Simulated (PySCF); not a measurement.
**C3H9N (isopropylamine): levels of theory compared**

Wanted: a comparison of 6 runs (HF/def2-SVP, PBE/STO-3G, B3LYP/6-31G*, PBE0/def2-SVP, MP2/def2-TZVP, CCSD(T)/6-31G**) of C3H9N (isopropylamine). 

Program for the calculation: PySCF 2.14.0.

## (1) The molecule

C3H9N: 13 atoms, total charge 0, spin state singlet. As SMILES, `CC(C)N`. Geometry: relaxed at GFN2-xTB. This is one conformer, not always the lowest.

Bond lengths: C1–C2 1.527 Å, C2–C3 1.527 Å, C2–N4 1.457 Å, C1–H5 1.088 Å, C1–H6 1.087 Å, C1–H7 1.087 Å, C2–H8 1.109 Å, C3–H9 1.087 Å, C3–H10 1.088 Å, C3–H11 1.087 Å, N4–H12 1.014 Å, N4–H13 1.014 Å. Some angles: C1–C2–C3 110.8°, C1–C2–N4 108.5°, C3–C2–N4 108.5°, C1–C2–H8 108.4°, C3–C2–H8 108.4°, N4–C2–H8 112.3°, C2–C1–H5 110.6°, C2–C1–H6 109.5°, C2–C1–H7 110.5°, C2–C3–H9 110.4°.

## (2) Energy and forces at HF/def2-SVP (run 1)

Contents of input.xyz:

```xyz
13

C     -0.809370     0.919760    -0.662790
C     -0.093010    -0.327620    -0.151030
C      1.390260    -0.045730     0.074210
N     -0.688190    -0.714550     1.120790
H     -1.862640     0.710440    -0.838470
H     -0.733710     1.711490     0.077790
H     -0.363560     1.258770    -1.594440
H     -0.185400    -1.123330    -0.917500
H      1.857210     0.287860    -0.848940
H      1.901730    -0.942850     0.417930
H      1.502250     0.726570     0.830580
H     -1.675760    -0.913100     1.006490
H     -0.239800    -1.547710     1.485380
```

Contents of input.py:

```python
import pyscf.grad
from pyscf import gto

molecule = gto.M(
    atom='input.xyz',
    charge=0,
    basis='def2-svp',
    max_memory=1860,
    verbose=4,
)

hf = molecule.RHF()
hf.conv_tol = 1e-10
hf.kernel()
if not hf.converged:
    hf = hf.newton().run(hf.mo_coeff, hf.mo_occ)

etot = hf.e_tot
print('E(%s) = %.9f' % ('HF', etot))
grad = hf.Gradients().kernel()
dip = hf.dip_moment()
pop, q = hf.mulliken_pop()
```

Launch:

```
$ OMP_NUM_THREADS=1 python input.py
```

What it wrote:

```text
PySCF version 2.14.0

[... 67 lines left out ...]
converged SCF energy = -173.165458252522
[... 12 lines left out ...]
Dipole moment(X, Y, Z, Debye): -0.22070, -1.05452, -0.73886
[... 115 lines left out ...]
charge of   12H =      0.10928
```

Wall time 10 s (1 thread of Intel Xeon at 2.70GHz, shared host); peak memory 0.22 GiB.

## (3) Energy and forces at PBE/STO-3G (run 2)

Contents of input.py:

```python
# CC(C)N
from pyscf import gto, dft

system = gto.Mole()
system.atom = '''
C   -0.809370   0.919760  -0.662790
C   -0.093010  -0.327620  -0.151030
C    1.390260  -0.045730   0.074210
N   -0.688190  -0.714550   1.120790
H   -1.862640   0.710440  -0.838470
H   -0.733710   1.711490   0.077790
H   -0.363560   1.258770  -1.594440
H   -0.185400  -1.123330  -0.917500
H    1.857210   0.287860  -0.848940
H    1.901730  -0.942850   0.417930
H    1.502250   0.726570   0.830580
H   -1.675760  -0.913100   1.006490
H   -0.239800  -1.547710   1.485380
'''
system.basis = 'sto-3g'
system.verbose = 3
system.spin = 0
system.max_memory = 1860
system.build()

myscf = dft.RKS(system)
myscf.xc = 'pbe'
myscf.grids.level = 5
myscf.conv_tol = 1e-10
myscf.kernel()
if not myscf.converged:
    myscf = myscf.newton().run(myscf.mo_coeff, myscf.mo_occ)

e_tot = myscf.e_tot
print('Final energy', e_tot)
grad = myscf.nuc_grad_method().kernel()
myscf.analyze()
```

Launch:

```
$ OMP_NUM_THREADS=1 python input.py
```

What it wrote:

```text
converged SCF energy = -172.083779090113
[... 13 lines left out ...]
MO #4   energy= -9.70030748129018  occ= 2
[... 4 lines left out ...]
MO #9   energy= -0.384066714066244 occ= 2
[... 4 lines left out ...]
MO #14  energy= -0.267405298952144 occ= 2
[... 4 lines left out ...]
MO #19  energy= 0.337213833427844  occ= 0
[... 4 lines left out ...]
MO #24  energy= 0.450802921944997  occ= 0
[... 4 lines left out ...]
MO #29  energy= 0.498044910605768  occ= 0
[... 14 lines left out ...]
Dipole moment(X, Y, Z, Debye): -0.20801, -1.03353, -0.74867
```

It took 14 s on 1 thread of Intel Xeon at 2.70GHz, shared host; peak memory 0.36 GiB.

Runs 3 to 4 aren't shown in full; the table further down has their settings and results.

## (4) Energy and forces at MP2/def2-TZVP (run 5)

Contents of mol.xyz:

```xyz
13

C     -0.809370     0.919760    -0.662790
C     -0.093010    -0.327620    -0.151030
C      1.390260    -0.045730     0.074210
N     -0.688190    -0.714550     1.120790
H     -1.862640     0.710440    -0.838470
H     -0.733710     1.711490     0.077790
H     -0.363560     1.258770    -1.594440
H     -0.185400    -1.123330    -0.917500
H      1.857210     0.287860    -0.848940
H      1.901730    -0.942850     0.417930
H      1.502250     0.726570     0.830580
H     -1.675760    -0.913100     1.006490
H     -0.239800    -1.547710     1.485380
```

Contents of calc.py:

```python
from pyscf import gto, mp

mol = gto.M(
    atom='mol.xyz',
    basis='def2-tzvp',
    max_memory=1860,
    verbose=4,
    spin=0,
)

mf = mol.RHF()
mf.conv_tol = 1e-10
mf.kernel()
if not mf.converged:
    mf = mf.newton().run(mf.mo_coeff, mf.mo_occ)

pt = mp.MP2(mf, frozen=4).run()
etot = pt.e_tot
print('E(%s) = %.9f' % ('MP2', etot))
grad = pt.nuc_grad_method().kernel()
mf.analyze()
```

Launch:

```
$ OMP_NUM_THREADS=1 python calc.py
```

What it wrote:

```text
PySCF version 2.14.0

[... 113 lines left out ...]
MO #18  energy= 0.129779036458324  occ= 0
[... 31 lines left out ...]
MO #50  energy= 0.743146365420066  occ= 0
[... 31 lines left out ...]
MO #82  energy= 1.89867250763913   occ= 0
[... 31 lines left out ...]
MO #114 energy= 2.9148256087623    occ= 0
[... 31 lines left out ...]
MO #146 energy= 4.0900455890613    occ= 0
[... 31 lines left out ...]
MO #178 energy= 33.3018637265809   occ= 0
[... 194 lines left out ...]
Dipole moment(X, Y, Z, Debye): -0.20273, -1.03911, -0.77163
```

It took 2.6 min on 1 thread of Intel Xeon at 2.70GHz, shared host; peak memory 2.2 GiB.

## (5) A single-point energy at CCSD(T)/6-31G(d,p) (spherical functions) (run 6)

Contents of input.py:

```python
from pyscf import gto, scf, cc

system = gto.M(
    atom='''
C     -0.809370     0.919760    -0.662790
C     -0.093010    -0.327620    -0.151030
C      1.390260    -0.045730     0.074210
N     -0.688190    -0.714550     1.120790
H     -1.862640     0.710440    -0.838470
H     -0.733710     1.711490     0.077790
H     -0.363560     1.258770    -1.594440
H     -0.185400    -1.123330    -0.917500
H      1.857210     0.287860    -0.848940
H      1.901730    -0.942850     0.417930
H      1.502250     0.726570     0.830580
H     -1.675760    -0.913100     1.006490
H     -0.239800    -1.547710     1.485380
''',
    verbose=4,
    basis='6-31g**',
    max_memory=1860,
    charge=0,
)

mf = scf.RHF(system)
mf.conv_tol = 1e-10
mf.kernel()
if not mf.converged:
    mf = mf.newton().run(mf.mo_coeff, mf.mo_occ)

mycc = cc.CCSD(mf, frozen=4)
mycc.kernel()
e_t = mycc.ccsd_t()
e_tot = mycc.e_tot + e_t
print(f'total energy: {e_tot:.8f} hartree')
dip = mf.dip_moment()
pop, q = mf.mulliken_pop()
```

Launch:

```
$ OMP_NUM_THREADS=1 python input.py
```

What it wrote:

```text
PySCF version 2.14.0

[... 67 lines left out ...]
converged SCF energy = -173.302885205697
[... 12 lines left out ...]
Init t2, MP2 energy = -173.915974227486  E_corr(MP2) -0.613089021788705
[... 12 lines left out ...]
CCSD converged
[... 2 lines left out ...]
total energy: -173.98594154 hartree
Dipole moment(X, Y, Z, Debye): -0.21657, -1.06259, -0.76198
[... 115 lines left out ...]
charge of   12H =      0.26172
```

It took 68 s on 1 thread of Intel Xeon at 2.70GHz, shared host; peak memory 0.72 GiB.

## (6) Overview of the runs

```
run                                  level  integration grid  frozen core orbitals  energy (Eh)  dipole moment (D) of the reference  HOMO energy (eV)  LUMO energy (eV)  wall time
  1                            HF/def2-SVP                 –                     –  -173.165458                                1.31            -10.41              4.61       10 s
  2                             PBE/STO-3G                 5                     –  -172.083779                                1.29             -1.71              8.43       14 s
  3     B3LYP/6-31G* (spherical functions)                 5                     –  -174.483257                                1.26             -6.14              2.15       30 s
  4                          PBE0/def2-SVP                 5                     –  -174.147921                                1.23             -6.52              1.68       52 s
  5                          MP2/def2-TZVP                 –                     4  -174.084229                                1.31            -10.49              3.53    2.6 min
  6  CCSD(T)/6-31G** (spherical functions)                 –                     4  -173.985942                                1.33            -10.34              5.92       68 s
```

## (7) Outcome

| quantity | value |
| --- | --- |
| run 6: total energy | -173.98594 Eh |
| run 6: dipole moment (Hartree–Fock density) | 1.33 D |
| run 6: HOMO energy (Hartree–Fock orbitals) | -10.34 eV |
| run 6: LUMO energy (Hartree–Fock orbitals) | 5.92 eV |
| run 6: HOMO–LUMO gap (Hartree–Fock orbitals) | 16.26 eV |
| run 6: correlation energy (4 core orbitals frozen) | -683.1 mEh |
| run 6: (T) correction | -17.57 mEh |
| run 6: T1 diagnostic | 0.006 |

In words: Over runs 1, 2, 3, 4 the dipole moment (its size) runs from 1.23 D (PBE0/def2-SVP) to 1.31 D (HF/def2-SVP). Over runs 1, 2, 3, 4 the HOMO–LUMO gap runs from 8.21 eV (PBE0/def2-SVP) to 15.02 eV (HF/def2-SVP). Exact exchange widens orbital gaps. Totals of different functionals can't be ranked against each other. In run 2 the basis is minimal, so the values are rough. All runs together took 5.5 min, the longest 2.6 min.
